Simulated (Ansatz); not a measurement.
## fcc Pd

Level of theory: PBE-D3(BJ) in Ansatz (plane waves, PAW).

Numerical settings: plane-wave cutoff 520 eV, 24×24×24 k mesh, Fermi–Dirac smearing 0.05 eV, scalar-relativistic PAW data made under PBE.

Cell: relaxed at this level.

* **volume per atom**: 14.72 Å³/atom
* **bulk modulus B0**: 193 GPa
* **equilibrium lattice constant a**: 3.890 Å
* **band gap**: none
* **pressure derivative B′ of the bulk modulus**: 5.5

Measured, for comparison: equilibrium volume per atom 14.56 Å³/atom, lattice constant a 3.876 Å (static lattice: zero-point anharmonic expansion removed; as tabulated in Mejia-Rodriguez and Trickey (2018), arXiv:1807.09216); bulk modulus 195 GPa (zero-point energy and finite temperature contributions removed, our sources range from 187 to 198; as tabulated in doi:10.1021/acs.jctc.3c00612). Computed (rounded) less measured: equilibrium volume per atom +1.1 %, bulk modulus -1 % (inside the range of the sources held), lattice constant a +0.4 %.

Spin–orbit coupling is not included.

Computed values are for the static lattice.

It cost about 30 core-seconds (a rough figure) of CPU time.

Ansatz is an electronic-structure program.
